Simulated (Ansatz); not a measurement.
Consider the hydrogenolysis of a C–F bond: `CC(=N)F` + H₂ → `CC=N` + H–F.

Isolated molecules relaxed with PBE0-D4/def2-TZVP in Ansatz; ΔE leaves out vibrations. CCSD(T)/CBS is the MP2 limit (def2-TZVPP, def2-QZVPP) plus CCSD(T) − MP2 in def2-TZVPP, frozen cores. This one scheme is used for every species. DFT in def2-TZVPP. Each species was taken in one conformer, which may not be the lowest.

`CC(=N)F`:

```xyz
8

C    -0.475   -0.430    0.530
C     0.089    0.461   -0.519
N     1.260    0.674   -0.891
F    -0.889    1.131   -1.144
H     0.311   -0.981    1.043
H    -1.035    0.164    1.256
H    -1.176   -1.135    0.077
H     1.915    0.116   -0.352
```

H₂:

```xyz
2

H     0.113    0.019   -0.355
H    -0.113   -0.019    0.355
```

`CC=N`:

Z-matrix (Å, degrees):
```
C
C 1 1.493
H 1 1.092 2 111.6
H 1 1.094 2 110.3 3 -121.2
H 1 1.094 2 110.3 3 121.2
N 2 1.263 1 127.9 3 0.0
H 2 1.095 1 115.5 3 -180.0
H 6 1.023 2 110.6 1 0.0
```

H–F:

```xyz
2

F    -0.302    0.305   -0.166
H     0.302   -0.305    0.166
```

```tsv
level	ΔE (kJ/mol)
B97M-V	-33.0
MP2/def2-TZVPP	-50.1
```

Task: What does CCSD(T)/CBS give? (Best estimate.)

Result: Ansatz gave: -52.2 kJ/mol. The listed levels differ from it by 19.2, 2.1 kJ/mol.

Largest T1 diagnostic among the species: 0.012.

From PBE to PBE0 (25 % exact exchange), in def2-TZVPP and without D4, ΔE moves by −6.7 kJ/mol. At CCSD(T), def2-SVP lies +15.3 kJ/mol from the extrapolated value and def2-TZVPP +3.4 kJ/mol. Leaving LDA and LC-ωPBE aside and taking each functional with its dispersion term where it has one, the values, not all of them listed here, spread over 17.6 kJ/mol, from PBE-QIDH to r2SCAN-D4. LDA lies +9.8 kJ/mol from PBE without D4.
